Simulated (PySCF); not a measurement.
Gas-phase reaction: H3SiSiCl3 = SiCl2 + SiH3Cl

Method: PySCF energies plus ideal-gas RRHO corrections (1 bar). † marks an energy on the PBE0/def2-TZVP geometry and frequencies; other levels use their own. MP2 and CCSD(T) freeze the core. 6-31G* has spherical d functions here. All species are closed-shell singlets. B3LYP is the form with VWN-RPA correlation. H3SiSiCl3: computed as isolated molecules; such fragments, hydroxides, amides, oligomers or adducts are transient or little studied in the gas. MP2 isn't extrapolated to the basis-set limit. CCSD(T) isn't extrapolated to the basis-set limit.

B3LYP/6-31G* gives ΔH°(298 K) = 120 kJ.

### Question
What do LDA/def2-TZVP†, MP2/def2-SVP†, CCSD(T)/def2-SVP† give?

### Answer
LDA/def2-TZVP†: 172 kJ; MP2/def2-SVP†: 152 kJ; CCSD(T)/def2-SVP†: 135 kJ. For scale, ΔH°(298 K) is 120 kJ at this level, 136 kJ at ωB97M-V/def2-TZVP†, and runs from 69 to 172 kJ over the 19 levels computed († marks an energy on the PBE0/def2-TZVP geometry).
